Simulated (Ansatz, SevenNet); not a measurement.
For hcp Be, the machine-learned potential SevenNet-0 (trained on PBE and PBE+U data) gives:

```
Quantity             Result
------------------  -------
lattice constant a  2.253 Å
c axis length       3.615 Å
```

What does r²SCAN-D4 (Ansatz, a first-principles code, PAW) give for the same quantities?


- lattice constant a: 2.257 Å (grows by 0.2 %)
- lattice parameter c: 3.561 Å (shrinks by 1.5 %)

For comparison: lattice constant a 2.286 Å (measured, 293 K, no zero-point or thermal correction, sources range from 2.286 to 2.290; as tabulated in Wikipedia's data pages); lattice parameter c 3.584 Å (measured, 293 K, not corrected to a static lattice; as tabulated in Wikipedia's data pages).

Changes are worked out from the printed values.

Unless a cell is named, each level is at its own relaxed cell (SevenNet-0 7.94, r²SCAN-D4 7.85 Å³/atom).

Ansatz's density-functional and Hartree–Fock values are scalar-relativistic unless marked +SOC, with PAW data made under PBE.
